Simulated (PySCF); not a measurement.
Molecular orbitals of AlB

PBEsol at R = 2.032 Å; basis Al pcseg-1, B pcseg-1; no relativity; PySCF 2.14. State: ³Σ⁻ (triplet), unpaired electrons π ↑↑. Only the outer orbitals are listed, counted within each symmetry.

```tsv
spin	orbital	occ.	ε (eV)	on Al (%)	main shells (%)
α	5σ	1	-11.37	36	60 B s, 29 Al s
α	6σ	1	-6.99	55	51 Al s, 29 B s, 16 B p
α	2π	1	-4.84	35	65 B p, 34 Al p
α	2π	1	-4.84	35	65 B p, 34 Al p
α	7σ	0	-4.34	51	46 B p, 32 Al p, 18 Al s
α	3π	0	-1.79	69	68 Al p, 31 B p
α	3π	0	-1.79	69	68 Al p, 31 B p
β	5σ	1	-10.13	46	48 B s, 40 Al s
β	6σ	1	-6.23	68	46 Al s, 27 B s, 22 Al p
β	7σ	0	-3.64	32	56 B p, 25 Al p, 12 B s
β	2π	0	-3.41	56	56 Al p, 44 B p
β	2π	0	-3.41	56	56 Al p, 44 B p
```

Problem. Which are the highest filled and the lowest empty level, where do they sit, and how wide is the gap?

Solution. Highest filled α 2π at -4.84 eV (in %: 65 B p, 34 Al p); lowest empty α 7σ at -4.34 eV (in %: 46 B p, 32 Al p, 18 Al s); the gap at PBEsol is 0.50 eV.

| Property | Result |
| --- | --- |
| bond order (Mayer) | 1.89 |
| ⟨S²⟩ | 2.081 |
| charge on Al (Mulliken, basis-dependent) | 0.25 |
| charge on Al (Löwdin, basis-dependent) | 0.23 |
| dipole moment (positive dipole means Al(−)B(+)) | -1.75 D |

The state was picked by a PBE0 search and need not be the measured ground state.
